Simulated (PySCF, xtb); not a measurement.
LiH, SMILES [LiH].

GFN2-xTB (xtb) at its own geometry gives an orbital gap of 5.66 eV and a dipole moment of 5.64 D.

Coordinates come from a PBE0-D3(BJ)/def2-TZVPD optimisation.

Problem. What does HF/def2-TZVPD (PySCF) give? (Estimate from the structure and the level; the computed values follow.)

Solution. gap 8.23 eV (levels -8.20 and 0.03 eV), dipole 5.97 D.
